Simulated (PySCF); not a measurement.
Predicted microwave data (PySCF 2.14.0, PBE0-D3(BJ)/def2-TZVP geometry optimisation, gas phase) for one isomer of H4NP:

| Item | Value |
| --- | --- |
| Rotational constants | A = 92441, B = 15845, C = 15456 MHz |
| Dipole components | \|μa\| = 2.52 D, \|μb\| = 1.22 D, \|μc\| = 0.00 D |
| Inertial defect | -4.66 u·Å² |
| κ | -0.99 |

Problem. Which structure is it? (One computed conformer of each.)
A. `[NH2:1][PH2:2]` with H–N1–P2–H -62° and 160°
B. `N=[PH3]`

Solution. B. It is N=[PH3], a near-prolate asymmetric top, point group Cs. The candidates at the same level (rigid rotor, commonest isotopes):

```csv
SMILES,A (MHz),B (MHz),C (MHz),μa (D),μb (D),μc (D),Δ (u·Å²),point group,rotor
N=[PH3],92441,15845,15456,2.52,1.22,0.00,-4.66,Cs,near-prolate asymmetric top
NP,94496,13702,13418,1.22,0.58,1.00,-4.57,C1,near-prolate asymmetric top
```

`NP` has B 14 % too low. In the right answer the mirror of this Cs structure is the ab plane, so μc vanishes by symmetry. No structure here is proved a minimum.
